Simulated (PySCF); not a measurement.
The vertical singlet excitations below were computed for one of the candidates. Method: PySCF, TDDFT CAM-B3LYP/def2-SVPD, vertical, gas phase, core orbitals frozen in the response. Geometries: PBE0-D3(BJ)/def2-SVP, one conformer each.

```json
{"state": "S1", "ν̃ (cm⁻¹)": "59500", "f": "0.015", "main configurations (H = HOMO, L = LUMO)": "H→L (81%)"}
{"state": "S2", "ν̃ (cm⁻¹)": "60450", "f": "0.0018", "main configurations (H = HOMO, L = LUMO)": "H-1→L+1 (56%), H-1→L (21%)"}
{"state": "S3", "ν̃ (cm⁻¹)": "61190", "f": "0.0031", "main configurations (H = HOMO, L = LUMO)": "H-2→L+1 (59%), H-2→L (23%)"}
{"state": "S4", "ν̃ (cm⁻¹)": "65020", "f": "0.0066", "main configurations (H = HOMO, L = LUMO)": "H→L+1 (76%)"}
{"state": "S5", "ν̃ (cm⁻¹)": "66360", "f": "0.019", "main configurations (H = HOMO, L = LUMO)": "H→L+3 (83%)"}
{"state": "S6", "ν̃ (cm⁻¹)": "66590", "f": "0.012", "main configurations (H = HOMO, L = LUMO)": "H→L+2 (49%), H→L+4 (20%), H-1→L+2 (10%)"}
```

Question: Which structure fits?
A. `C[C@H](C#N)C=O` (2-methyl-3-oxopropanenitrile)
B. `CCOCCCl` (2-chloroethyl ethyl ether)
C. `Cc1ncco1` (2-methyloxazole)

Answer: B. Its S1, at 7.38 eV, is the highest among the candidates; the nearest of the others has S1 at 6.40 eV. S1 is HOMO→LUMO (81%). Löwdin shares by element: HOMO oxygen 57%, carbon 26% or more (atoms not listed hold the other 18%); LUMO carbon 38% or more, chlorine 13% (atoms not listed hold the other 49%). At the same level the other candidates give, for their lowest levels:
- `Cc1ncco1`: 6.40 eV (f 0.217); 6.64 eV (f 0.003); 6.78 eV (f 0.020); 7.44 eV (f 0.043 summed over 2 states); 7.95 eV (f 0.002); T1 4.20 eV; HOMO -8.34, LUMO 1.11 eV
- `C[C@H](C#N)C=O`: 4.28 eV (f 0.000); 7.30 eV (f 0.004); 7.56 eV (f 0.010); 7.69 eV (f 0.009); 7.95 eV (f 0.006); T1 3.67 eV; HOMO -9.76, LUMO -0.51 eV

Conformer computed: `[CH3:1][CH2:2][O:3][CH2:4][CH2:5][Cl:6]`: C1–C2–O3–C4 73°, C2–O3–C4–C5 170°, O3–C4–C5–Cl6 178°.
Triplets come from the Tamm–Dancoff approximation.
